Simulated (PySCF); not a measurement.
# A gas-phase reaction: H4Si + C2H2 → C2H6Si

Aim: the reaction energy of `[SiH4]` + `C#C` → `C=C[SiH3]`.

Computed with PySCF 2.14.0; each step states its level. No surroundings beyond the atoms listed, unless a continuum is named. Atoms count from 0, parts from 1.

### Step 1. Starting point

Each species was relaxed by itself at PBE0-D3(BJ)/def2-SVPD.

### Step 2. Reaction energy: wB97M-D3(BJ)/def2-TZVPD

The job: settings as JSON, then the geometry in Å.

```
{"job": {"kind": "react", "xc": "wB97M-D3(BJ)", "basis": "def2-TZVPD"}, "charge": 0, "multiplicity": 1}
-1 H4Si charge 0 multiplicity 1
Si    -0.003850     0.002510    -0.002640
H     -0.121200     1.044950    -1.063020
H      1.225630    -0.808870    -0.236960
H     -1.201260    -0.885940    -0.044180
H      0.081420     0.659870     1.333570

-1 C2H2 charge 0 multiplicity 1
C      0.566930    -0.206460    -0.029950
C     -0.566850     0.206480     0.030200
H      1.574450    -0.573410    -0.083290
H     -1.574370     0.573480     0.083650

+1 C2H6Si charge 0 multiplicity 1
C      0.539740     0.212430    -1.442910
C     -0.351900    -0.297620    -0.585450
Si    -0.265690    -0.040170     1.265010
H      1.383950     0.819840    -1.103310
H      0.467310     0.046920    -2.521740
H     -1.173990    -0.897530    -0.995230
H      0.922990     0.805160     1.586590
H     -1.502800     0.635340     1.763810
H     -0.148390    -1.349760     1.976940
```

Level: wB97M-D3(BJ)/def2-TZVPD reaction energy of separated species, gas phase.

Run with:

```bash
$ OMP_NUM_THREADS=1 python cluster_run.py task.json out
```

This one command runs all jobs of the session in turn.

Standard output:

```text
species 1 (H4Si)
coarse grid: 16304 points
cycle   1  E = -291.9161063681  dE = -3.418e-01  |g| = 1.181e-01  |ddm| = 1.460e+00
cycle   2  E = -291.9202119669  dE = -4.106e-03  |g| = 4.771e-02  |ddm| = 1.965e-01
cycle   3  E = -291.9206157231  dE = -4.038e-04  |g| = 9.760e-03  |ddm| = 5.323e-02
cycle   4  E = -291.9206571712  dE = -4.145e-05  |g| = 1.607e-03  |ddm| = 1.804e-02
cycle   5  E = -291.9206585730  dE = -1.402e-06  |g| = 2.633e-04  |ddm| = 5.387e-03
final grid: 33416 points
cycle   6  E = -291.9206461095  dE = -7.905e-08  |g| = 1.423e-04  |ddm| = 1.269e-03
cycle   7  E = -291.9206461185  dE = -8.985e-09  |g| = 5.586e-05  |ddm| = 3.643e-04
cycle   8  E = -291.9206461196  dE = -1.074e-09  |g| = 1.800e-05  |ddm| = 4.293e-05
cycle   9  E = -291.9206461199  dE = -2.584e-10  |g| = 1.185e-06  |ddm| = 4.075e-05
converged SCF energy = -291.9206461199

species 2 (C2H2)
coarse grid: 15304 points
cycle   1  E = -77.3670540382  dE =  9.289e-02  |g| = 2.304e-01  |ddm| = 4.132e+00
cycle   2  E = -77.3787790293  dE = -1.172e-02  |g| = 1.098e-01  |ddm| = 9.643e-01
cycle   3  E = -77.3816655489  dE = -2.887e-03  |g| = 1.648e-02  |ddm| = 1.637e-01
cycle   4  E = -77.3817486610  dE = -8.311e-05  |g| = 2.266e-03  |ddm| = 3.067e-01
cycle   5  E = -77.3817509987  dE = -2.338e-06  |g| = 2.364e-04  |ddm| = 1.963e-02
final grid: 33160 points
cycle   6  E = -77.3817666790  dE = -4.941e-08  |g| = 7.789e-05  |ddm| = 1.189e-02
cycle   7  E = -77.3817666828  dE = -3.873e-09  |g| = 2.918e-05  |ddm| = 2.812e-03
cycle   8  E = -77.3817666831  dE = -3.118e-10  |g| = 2.679e-05  |ddm| = 5.644e-04
converged SCF energy = -77.3817666831

species 3 (C2H6Si)
coarse grid: 31608 points
cycle   1  E = -369.3586540505  dE =  7.106e-03  |g| = 2.036e-01  |ddm| = 2.280e+00
cycle   2  E = -369.3684480269  dE = -9.794e-03  |g| = 1.108e-01  |ddm| = 4.034e-01
cycle   3  E = -369.3712485956  dE = -2.801e-03  |g| = 2.762e-02  |ddm| = 1.462e-01
cycle   4  E = -369.3714785556  dE = -2.300e-04  |g| = 1.087e-02  |ddm| = 5.919e-02
cycle   5  E = -369.3715075864  dE = -2.903e-05  |g| = 2.550e-03  |ddm| = 1.217e-02
cycle   6  E = -369.3715097352  dE = -2.149e-06  |g| = 7.024e-04  |ddm| = 4.148e-03
final grid: 66576 points
cycle   7  E = -369.3714989594  dE = -1.829e-07  |g| = 4.810e-04  |ddm| = 5.829e-03
cycle   8  E = -369.3714989825  dE = -2.310e-08  |g| = 4.187e-04  |ddm| = 1.100e-03
cycle   9  E = -369.3714990229  dE = -4.038e-08  |g| = 5.807e-05  |ddm| = 3.118e-04
cycle  10  E = -369.3714990244  dE = -1.531e-09  |g| = 2.479e-05  |ddm| = 1.269e-04
cycle  11  E = -369.3714990248  dE = -3.588e-10  |g| = 5.981e-06  |ddm| = 9.577e-05
converged SCF energy = -369.3714990248

Reaction energy = -45.490 kcal/mol
```

Run time: 20 s. Hardware: 1 thread of Arm Neoverse N1, shared host; peak memory 0.59 GiB.

Species by species (with the dispersion term, which the log's SCF energies lack):

| ν | species | energy (Eh) | HOMO (eV) |
| --- | --- | --- | --- |
| -1 | [SiH4] | -291.92342 | -12.22 |
| -1 | C#C | -77.38394 | -10.79 |
| +1 | C=C[SiH3] | -369.37985 | -10.29 |

### Step 3. Reaction energy: PBE0-D3(BJ)/def2-TZVPD

Settings changed since step 2:

```diff
@@ -1,2 +1,2 @@
-{"job": {"kind": "react", "xc": "wB97M-D3(BJ)", "basis": "def2-TZVPD"}, "charge": 0, "multiplicity": 1}
+{"job": {"kind": "react", "xc": "PBE0", "basis": "def2-TZVPD", "disp": "d3bj"}, "charge": 0, "multiplicity": 1}
 -1 H4Si charge 0 multiplicity 1
```

Level: PBE0-D3(BJ)/def2-TZVPD reaction energy of separated species, gas phase.

Standard output:

```text
species 1 (H4Si)
coarse grid: 4104 points
cycle   1  E = -291.7551991628  dE = -2.941e-01  |g| = 9.466e-02  |ddm| = 1.332e+00
cycle   2  E = -291.7566564529  dE = -1.457e-03  |g| = 3.383e-02  |ddm| = 1.414e-01
cycle   3  E = -291.7567364563  dE = -8.000e-05  |g| = 5.644e-03  |ddm| = 2.106e-02
cycle   4  E = -291.7567410373  dE = -4.581e-06  |g| = 1.116e-03  |ddm| = 1.061e-02
final grid: 33416 points
cycle   5  E = -291.7561328017  dE = -3.000e-06  |g| = 4.805e-04  |ddm| = 7.389e-03
cycle   6  E = -291.7561328566  dE = -5.490e-08  |g| = 2.392e-04  |ddm| = 1.443e-03
cycle   7  E = -291.7561328772  dE = -2.056e-08  |g| = 6.646e-05  |ddm| = 3.728e-04
cycle   8  E = -291.7561328777  dE = -5.442e-10  |g| = 8.123e-06  |ddm| = 8.419e-05
converged SCF energy = -291.7561328777

species 2 (C2H2)
coarse grid: 3416 points
cycle   1  E = -77.2344458679  dE =  9.834e-02  |g| = 3.138e-01  |ddm| = 2.069e+00
cycle   2  E = -77.2385250966  dE = -4.079e-03  |g| = 2.813e-01  |ddm| = 7.910e-01
cycle   3  E = -77.2597069744  dE = -2.118e-02  |g| = 1.420e-02  |ddm| = 3.300e-01
cycle   4  E = -77.2597585092  dE = -5.153e-05  |g| = 1.741e-03  |ddm| = 1.142e-01
cycle   5  E = -77.2597591209  dE = -6.117e-07  |g| = 9.251e-05  |ddm| = 2.873e-03
final grid: 33160 points
cycle   6  E = -77.2561389502  dE = -1.421e-05  |g| = 3.157e-03  |ddm| = 1.053e-01
cycle   7  E = -77.2561394745  dE = -5.243e-07  |g| = 2.768e-03  |ddm| = 8.378e-03
cycle   8  E = -77.2561415010  dE = -2.027e-06  |g| = 2.444e-04  |ddm| = 5.602e-03
cycle   9  E = -77.2561414946  dE =  6.355e-09  |g| = 2.859e-04  |ddm| = 7.637e-04
cycle  10  E = -77.2561415153  dE = -2.071e-08  |g| = 1.150e-05  |ddm| = 1.936e-04
cycle  11  E = -77.2561415154  dE = -2.981e-11  |g| = 5.854e-07  |ddm| = 5.832e-05
converged SCF energy = -77.2561415154

species 3 (C2H6Si)
coarse grid: 7520 points
cycle   1  E = -369.0742934272  dE = -4.443e-02  |g| = 2.900e-01  |ddm| = 2.343e+00
cycle   2  E = -369.0684735992  dE =  5.820e-03  |g| = 3.178e-01  |ddm| = 5.287e-01
cycle   3  E = -369.0954239031  dE = -2.695e-02  |g| = 3.447e-02  |ddm| = 2.732e-01
cycle   4  E = -369.0955396564  dE = -1.158e-04  |g| = 2.772e-02  |ddm| = 3.980e-02
cycle   5  E = -369.0957355267  dE = -1.959e-04  |g| = 3.779e-03  |ddm| = 1.981e-02
cycle   6  E = -369.0957392852  dE = -3.759e-06  |g| = 2.044e-04  |ddm| = 3.906e-03
final grid: 66576 points
cycle   7  E = -369.0904488335  dE = -1.795e-05  |g| = 4.804e-03  |ddm| = 1.215e-01
cycle   8  E = -369.0904469367  dE =  1.897e-06  |g| = 5.384e-03  |ddm| = 9.716e-03
cycle   9  E = -369.0904547053  dE = -7.769e-06  |g| = 1.931e-04  |ddm| = 4.441e-03
cycle  10  E = -369.0904547149  dE = -9.513e-09  |g| = 6.727e-05  |ddm| = 4.373e-04
cycle  11  E = -369.0904547155  dE = -6.178e-10  |g| = 4.973e-05  |ddm| = 1.124e-04
cycle  12  E = -369.0904547161  dE = -6.452e-10  |g| = 5.745e-06  |ddm| = 3.503e-05
converged SCF energy = -369.0904547161

Reaction energy = -50.599 kcal/mol
```

Run time: 9.1 s. Hardware: 1 thread of Arm Neoverse N1, shared host; peak memory 0.59 GiB.

Reaction energy at this level: -50.60 kcal/mol.

### Step 4. Reaction energy: MP2/def2-TZVPD

Settings changed since step 3:

```diff
@@ -1,2 +1,2 @@
-{"job": {"kind": "react", "xc": "PBE0", "basis": "def2-TZVPD", "disp": "d3bj"}, "charge": 0, "multiplicity": 1}
+{"job": {"kind": "react", "xc": "MP2", "basis": "def2-TZVPD"}, "charge": 0, "multiplicity": 1}
 -1 H4Si charge 0 multiplicity 1
```

With the program's defaults for keys left out, this is: MP2/def2-TZVPD reaction energy of separated species, gas phase.

Standard output:

```text
species 1 (H4Si)
final grid: 33416 points
cycle   1  E = -291.2395056662  dE = -4.127e-01  |g| = 1.809e-01  |ddm| = 1.376e+00
cycle   2  E = -291.2559622737  dE = -1.646e-02  |g| = 5.129e-02  |ddm| = 1.576e-01
cycle   3  E = -291.2575305271  dE = -1.568e-03  |g| = 1.612e-02  |ddm| = 8.402e-02
cycle   4  E = -291.2576431124  dE = -1.126e-04  |g| = 2.274e-03  |ddm| = 2.531e-02
cycle   5  E = -291.2576473536  dE = -4.241e-06  |g| = 4.835e-04  |ddm| = 1.035e-02
cycle   6  E = -291.2576475674  dE = -2.139e-07  |g| = 5.170e-05  |ddm| = 2.142e-03
cycle   7  E = -291.2576475696  dE = -2.132e-09  |g| = 3.778e-06  |ddm| = 1.885e-04
cycle   8  E = -291.2576475696  dE = -9.550e-12  |g| = 3.012e-07  |ddm| = 3.460e-05
converged SCF energy = -291.2576475696

species 2 (C2H2)
final grid: 33160 points
cycle   1  E = -76.8280385733  dE =  1.479e-01  |g| = 2.432e-01  |ddm| = 2.346e+00
cycle   2  E = -76.8488610431  dE = -2.082e-02  |g| = 5.620e-02  |ddm| = 5.190e-01
cycle   3  E = -76.8502497960  dE = -1.389e-03  |g| = 1.062e-02  |ddm| = 4.974e-01
cycle   4  E = -76.8502936023  dE = -4.381e-05  |g| = 2.214e-03  |ddm| = 1.070e-01
cycle   5  E = -76.8502950218  dE = -1.420e-06  |g| = 3.547e-04  |ddm| = 5.267e-03
cycle   6  E = -76.8502951018  dE = -7.995e-08  |g| = 9.376e-05  |ddm| = 1.526e-03
cycle   7  E = -76.8502951068  dE = -5.062e-09  |g| = 1.051e-05  |ddm| = 1.317e-03
cycle   8  E = -76.8502951069  dE = -7.543e-11  |g| = 3.960e-06  |ddm| = 7.696e-05
converged SCF energy = -76.8502951069

species 3 (C2H6Si)
final grid: 66576 points
cycle   1  E = -368.1332856411  dE =  4.495e-02  |g| = 2.900e-01  |ddm| = 2.160e+00
cycle   2  E = -368.1695344591  dE = -3.625e-02  |g| = 8.161e-02  |ddm| = 4.313e-01
cycle   3  E = -368.1728911464  dE = -3.357e-03  |g| = 2.292e-02  |ddm| = 2.306e-01
cycle   4  E = -368.1730759991  dE = -1.849e-04  |g| = 4.635e-03  |ddm| = 3.713e-02
cycle   5  E = -368.1730881902  dE = -1.219e-05  |g| = 1.796e-03  |ddm| = 1.401e-02
cycle   6  E = -368.1730897769  dE = -1.587e-06  |g| = 5.365e-04  |ddm| = 4.128e-03
cycle   7  E = -368.1730899534  dE = -1.765e-07  |g| = 1.521e-04  |ddm| = 1.548e-03
cycle   8  E = -368.1730899687  dE = -1.527e-08  |g| = 5.453e-05  |ddm| = 3.643e-04
cycle   9  E = -368.1730899703  dE = -1.643e-09  |g| = 1.287e-05  |ddm| = 1.521e-04
cycle  10  E = -368.1730899705  dE = -1.521e-10  |g| = 4.666e-06  |ddm| = 5.807e-05
converged SCF energy = -368.1730899705

Reaction energy = -42.825 kcal/mol
```

Run time: 3.7 s. Hardware: 1 thread of Arm Neoverse N1, shared host; peak memory 0.42 GiB.

Reaction energy at this level: -42.83 kcal/mol.

### Step 5. Comparing the runs

Energies in kcal/mol, with wall time:

| run | reaction | time |
| --- | --- | --- |
| wB97M-D3(BJ)/def2-TZVPD | -45.49 | 20 s |
| PBE0-D3(BJ)/def2-TZVPD | -50.60 | 9.1 s |
| MP2/def2-TZVPD | -42.83 | 3.7 s |

### Step 6. Summary of results

| quantity | value |
| --- | --- |
| reaction energy (wB97M-D3(BJ)/def2-TZVPD) | -45.49 kcal/mol |
| ΔH, ΔG at 298 K (xTB thermal terms) | -41.7, -33.4 kcal/mol |
| range of the reaction energy over the runs of this table | -50.60 to -42.83 kcal/mol |

In words: The reaction is exothermic by 41.7 kcal/mol in the gas phase; dispersion gives -2.14, and xTB itself gave -31.21 for the electronic energy (xTB energies and thermal terms come from the earlier relaxation of each species, not shown). No barrier was sought. xTB and this level differ widely in the electronic energy, so what comes from xTB (the thermal terms above all) is less safe here. The reaction energy runs from -50.60 (PBE0-D3(BJ)/def2-TZVPD) to -42.83 kcal/mol (MP2/def2-TZVPD).
